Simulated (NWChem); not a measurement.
System: pyrazine (C4H4N2); SMILES c1cnccn1

Input file for NWChem:

```
start job
memory heap 200 mb stack 900 mb global 1100 mb
geometry units angstroms noautoz
  C      1.134723    -0.696503     0.000000
  C      1.132210     0.700583     0.000000
  N     -0.002537     1.409170     0.000000
  C     -1.134723     0.696503     0.000000
  C     -1.132210    -0.700583     0.000000
  N      0.002537    -1.409170     0.000000
  H      2.069699    -1.253787     0.000000
  H      2.065172     1.261230     0.000000
  H     -2.069699     1.253787     0.000000
  H     -2.065172    -1.261230     0.000000
end
basis spherical
  * library def2-svp
end
dft
  xc becke88 lyp
  iterations 150
  mulliken
end
task dft energy
```

The geometry was optimised at B3LYP/6-31G* (spherical d).

Q: What results follow from this input? (BLYP/def2-SVP.) Quantities: energy (Ha); highest occupied level (eV); orbital gap (eV).

A: The energy (Ha) is -264.03 and the highest occupied level (eV) comes out as -5.49. The orbital gap (eV) is 3.29.
